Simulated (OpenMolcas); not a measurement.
# singlet [NH2]+ at 6 levels

Wanted: a comparison of 6 runs (B3LYP/6-31G*, M06-2X/def2-TZVPPD, M06-L/def2-TZVPPD, PBE/def2-TZVPPD, SVWN5/def2-TZVPPD, MP2/def2-TZVPPD) of singlet [NH2]+. 

The results are computed with OpenMolcas 26.06.

1 further run of the same task is left out (set aside as unsound or not needed).

## Step 1: The molecule

[NH2]+ has 3 atoms, charge +1, and is taken as a singlet. SMILES of the parent species: `[NH2]`. The coordinates come from a PBE0-D4/def2-TZVP relaxation. That shape belongs to the parent species and isn't relaxed for this state.

Bond lengths: N1–H2 1.027 Å, N1–H3 1.027 Å. Angles: H2–N1–H3 103.1°.

## Step 2: A single-point energy at B3LYP/6-31G(d) (spherical functions) (run 1)

File mol.inp:

```
* H2N Kohn-Sham DFT
>>> EXPORT MOLCAS_PRINT=2
&GATEWAY
BasLib=$CurrDir
Coord
3
angstrom
N        0.337090      -0.200010       0.166180
H        0.130750       0.805920       0.159430
H       -0.467840      -0.605900      -0.325600
Basis=6-31Gs
Group=NoSym
&SEWARD
GridInput
Grid=UltraFine
End of Grid
&SCF
Charge=1
KSDFT=B3LYP
Thresholds=1e-10 1e-07 1e-07 1e-05
PrOrbitals=1 1
```

The basis set 6-31G* is read from a file made from the Basis Set Exchange's data (not shown).

Run with:

```bash
$ export MOLCAS_MEM=1860
$ pymolcas mol.inp > mol.log
```

Output:

```text
--- Start Module: gateway ---
[...]
--- Stop Module: gateway /rc=_RC_ALL_IS_WELL_ ---
--- Start Module: seward ---
[...]
      Basis functions           18
--- Stop Module: seward /rc=_RC_ALL_IS_WELL_ ---
--- Start Module: scf ---
[...]
       Convergence after  13 Iterations
[...]
::    Total KS-DFT energy                             -55.4071095222
[...]
      Total spin, S                                     0.0000000000
[...]
      Total electronic charge=    8.000000
      Total            charge=    1.000000
[...]
      Dipole Moment (debye):
      Origin of the operator (angstrom)=    0.2735   -0.1623    0.1348
                   X= -1.9587E+00               Y=  1.1622E+00               Z= -9.6559E-01           Total=  2.4738E+00
      Center of Charge (angstrom)
[...]
--- Stop Module: scf /rc=_RC_ALL_IS_WELL_ ---
[...]
```

It took 3.9 s on 1 thread of Arm Neoverse V1, shared host; peak memory 0.37 GiB.

## Step 3: The energy at M06-2X/def2-TZVPPD (run 2)

File test.input:

```
&GATEWAY
BasLib = $CurrDir
Coord
3
angstrom
N        0.337090      -0.200010       0.166180
H        0.130750       0.805920       0.159430
H       -0.467840      -0.605900      -0.325600
Basis = def2-TZVPPD
Group = NoSym
&SEWARD
GridInput
Grid=UltraFine
End of Grid
&SCF
Charge = 1
KSDFT = M062X
Thresholds = 1e-10 1e-07 1e-07 1e-05
PrOrbitals = 1 2
```

The basis set def2-TZVPPD is read from a file made from the Basis Set Exchange's data (not shown).

Run with:

```bash
$ export MOLCAS_MEM=1860
$ pymolcas test.input > test.log
```

Output:

```text
--- Start Module: gateway ---
[...]
--- Stop Module: gateway /rc=_RC_ALL_IS_WELL_ ---
--- Start Module: seward ---
[...]
      Basis functions           71
--- Stop Module: seward /rc=_RC_ALL_IS_WELL_ ---
[...]
--- Start Module: scf ---
[...]
       Convergence after  13 Iterations
[...]
::    Total KS-DFT energy                             -55.4089411974
[...]
      Total spin, S                                     0.0000000000
[...]
      Total electronic charge=    8.000000
      Total            charge=    1.000000
[...]
      Dipole Moment (debye):
      Origin of the operator (angstrom)=    0.2735   -0.1623    0.1348
                   X= -1.7869E+00               Y=  1.0602E+00               Z= -8.8088E-01           Total=  2.2568E+00
      Center of Charge (angstrom)
[...]
--- Stop Module: scf /rc=_RC_ALL_IS_WELL_ ---
[...]
```

Wall time 15 s (1 thread of Arm Neoverse V1, shared host); peak memory 0.42 GiB.

Runs 3 to 4 aren't shown in full; the table further down has their settings and results.

## Step 4: The energy at SVWN5/def2-TZVPPD (run 5)

File mol.xyz:

```xyz
3

N      0.337090    -0.200010     0.166180
H      0.130750     0.805920     0.159430
H     -0.467840    -0.605900    -0.325600
```

File mol.input:

```
&GATEWAY
 BasLib = $CurrDir
 Coord = mol.xyz
 Basis = def2-TZVPPD
 Group = NoSym

&SEWARD
 GridInput
 Grid=UltraFine
 End of Grid

&SCF
 Charge = 1
 KSDFT = SVWN5
 Thresholds = 1e-10 1e-07 1e-07 1e-05
 PrOrbitals = 1 1
```

The basis set def2-TZVPPD is read from a file made from the Basis Set Exchange's data (not shown).

Run with:

```bash
$ export MOLCAS_MEM=1860
$ pymolcas mol.input > mol.log
```

Output:

```text
--- Start Module: gateway ---
[...]
--- Stop Module: gateway /rc=_RC_ALL_IS_WELL_ ---
--- Start Module: seward ---
[...]
      Basis functions           71
--- Stop Module: seward /rc=_RC_ALL_IS_WELL_ ---
[...]
--- Start Module: scf ---
[...]
       Convergence after  16 Iterations
[...]
::    Total KS-DFT energy                             -54.9428904152
[...]
      Total spin, S                                     0.0000000000
[...]
      Total electronic charge=    8.000000
      Total            charge=    1.000000
[...]
      Dipole Moment (debye):
      Origin of the operator (angstrom)=    0.2735   -0.1623    0.1348
                   X= -1.7843E+00               Y=  1.0587E+00               Z= -8.7963E-01           Total=  2.2536E+00
      Center of Charge (angstrom)
[...]
--- Stop Module: scf /rc=_RC_ALL_IS_WELL_ ---
[...]
```

It took 9 s on 1 thread of Arm Neoverse V1, shared host; peak memory 0.42 GiB.

## Step 5: The energy at MP2/def2-TZVPPD (run 6)

File job.input:

```
&GATEWAY
BASLIB=$CurrDir
BASISSET
N.def2-TZVPPD....
N1 0.337090 -0.200010 0.166180 angstrom
End of Basis
BASISSET
H.def2-TZVPPD....
H2 0.130750 0.805920 0.159430 angstrom
H3 -0.467840 -0.605900 -0.325600 angstrom
End of Basis
&SEWARD
&SCF
CHARGE=1
THRESHOLDS=1e-10 1e-07 1e-07 1e-05
PRORBITALS=1 2
&MBPT2
FROZEN=1
```

The basis set def2-TZVPPD is read from a file made from the Basis Set Exchange's data (not shown).

Run with:

```bash
$ export MOLCAS_MEM=1860
$ pymolcas job.input > job.log
```

Output:

```text
--- Start Module: gateway ---
[...]
--- Stop Module: gateway /rc=_RC_ALL_IS_WELL_ ---
[...]
      Basis functions           71
[...]
--- Start Module: scf ---
[...]
       Convergence after  13 Iterations
[...]
::    Total SCF energy                                -55.1560211938
[...]
      Total spin, S                                     0.0000000000
[...]
      Total electronic charge=    8.000000
      Total            charge=    1.000000
[...]
      Dipole Moment (debye):
      Origin of the operator (angstrom)=    0.2735   -0.1623    0.1348
                   X= -1.8529E+00               Y=  1.0994E+00               Z= -9.1344E-01           Total=  2.3402E+00
      Center of Charge (angstrom)
[...]
--- Stop Module: scf /rc=_RC_ALL_IS_WELL_ ---
[...]
--- Start Module: mbpt2 ---
[...]
WARNING!
Default frozen orbitals as non valence orbitals is overwritten by user input.
Default values:   1
[...]
       Reference weight ( Cref**2 )         =        0.96138
::    Total MBPT2 energy                              -55.3098763511
[...]
      Total MBPT2 calculations                           0.11      0.11
--- Stop Module: mbpt2 /rc=_RC_ALL_IS_WELL_ ---
[...]
```

It took 3.9 s on 1 thread of Arm Neoverse V1, shared host; peak memory 0.42 GiB.

## Step 6: The series

| run | level | integration grid | frozen core orbitals | energy (Eh) | HOMO energy (eV) | LUMO energy (eV) | HOMO–LUMO gap (eV) | wall time |
| --- | --- | --- | --- | --- | --- | --- | --- | --- |
| 1 | B3LYP/6-31G* (spherical functions) | UltraFine | – | -55.407110 | -20.51 | -16.72 | 3.79 | 3.9 s |
| 2 | M06-2X/def2-TZVPPD | UltraFine | – | -55.408941 | -22.57 | -14.54 | 8.03 | 15 s |
| 3 | M06-L/def2-TZVPPD | UltraFine | – | -55.429454 | -19.30 | -17.16 | 2.14 | 15 s |
| 4 | PBE/def2-TZVPPD | UltraFine | – | -55.357943 | -19.02 | -18.31 | 0.71 | 11 s |
| 5 | SVWN5/def2-TZVPPD | UltraFine | – | -54.942890 | -18.99 | -18.71 | 0.27 | 9 s |
| 6 | MP2/def2-TZVPPD | – | 1 | -55.309876 | -25.55 | -9.98 | 15.57 | 3.9 s |

## Step 7: What came out

| quantity | value |
| --- | --- |
| run 6: total energy | -55.30988 Eh |
| run 6: HOMO energy (Hartree–Fock orbitals) | -25.55 eV |
| run 6: LUMO energy (Hartree–Fock orbitals) | -9.98 eV |
| run 6: HOMO–LUMO gap (Hartree–Fock orbitals) | 15.57 eV |
| run 6: correlation energy (1 core orbital frozen) | -153.9 mEh |

**Reading.** Over runs 1, 2, 3, 4, 5 the HOMO–LUMO gap runs from 0.27 eV (SVWN5/def2-TZVPPD) to 8.03 eV (M06-2X/def2-TZVPPD). Totals of different functionals can't be ranked against each other. All runs together took 58 s, the longest 15 s.
